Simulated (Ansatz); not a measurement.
Results of LC-ωPBE in Ansatz (PAW) for diamond-structure Ge.

Run with plane-wave cutoff 520 eV, 8×8×8 k mesh, scalar-relativistic PAW data made under PBE.

Cell (relaxed at this level):

```cif
data_Ge8
_chemical_formula_sum 'Ge8'
_space_group_name_H-M_alt 'Fd-3m :1'
_space_group_IT_number 227
_space_group_name_Hall 'F 4d 2 3 -1d'
_cell_length_a 5.56630
_cell_length_b 5.56630
_cell_length_c 5.56630
_cell_angle_alpha 90.000
_cell_angle_beta 90.000
_cell_angle_gamma 90.000
loop_
_atom_site_label
_atom_site_type_symbol
_atom_site_symmetry_multiplicity
_atom_site_Wyckoff_symbol
_atom_site_fract_x
_atom_site_fract_y
_atom_site_fract_z
_atom_site_occupancy
Ge1 Ge 8 a 0.00000 0.00000 0.00000 1
```
(The calculation used a cell of 2 atoms; values per cell refer to that cell.)

Q: Estimate the Young modulus, Voigt–Reuss–Hill bulk modulus, Poisson ratio, elastic constant C11, Voigt–Reuss–Hill shear modulus (Hill average), elastic constant C12 and elastic constant C44 that the calculation returns.

A: 
- Young modulus: 169 GPa
- Voigt–Reuss–Hill bulk modulus: 97.5 GPa
- Poisson ratio: 0.210
- elastic constant C11: 167 GPa
- Voigt–Reuss–Hill shear modulus (Hill average): 70.0 GPa
- elastic constant C12: 62.7 GPa
- elastic constant C44: 85.3 GPa

Measured, for comparison: elastic constant C11 131 GPa, elastic constant C12 49 GPa, elastic constant C44 68 GPa (low temperature, zero-point motion not removed; as tabulated in Tanner et al. (2021), arXiv:2110.11888). Computed (rounded) less measured: elastic constant C11 +27 %, elastic constant C12 +28 %, elastic constant C44 +25 %.

Elastic constants are with the ions relaxed.

Static lattice: no zero-point or thermal effects.

Ansatz is a quantum-chemistry and plane-wave program.
